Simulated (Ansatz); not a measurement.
## singlet SiS: levels of theory in one basis

| atom | x (Å) | y (Å) | z (Å) |
| --- | --- | --- | --- |
| Si | 0.0000 | 0.0000 | 0.0000 |
| S | 0.0000 | 0.0000 | 2.0255 |

Basis set: def2-SVP (spherical functions). Left uncorrelated: 10 orbitals. Charge 0, multiplicity 1.

Computed with Ansatz (development build ahead of 0.2.0); each method stands on the lowest determinant of its kind that the runs found.

```
     method  E − E(RHF) (eV)  <S²> of the determinant
        RHF             0.00                     0.00
RHF-CCSD(T)            -6.49                        –
```

**Question.** What does RHF-MP2 give on the same scale?

**Answer.** -5.57 eV.

**Question.** Is a single determinant a sound starting point here?

**Answer.** By this sign, yes. Unrestricted orbitals gain 0.00 eV and <S²> is 0.00 against 0.00 for a pure state.
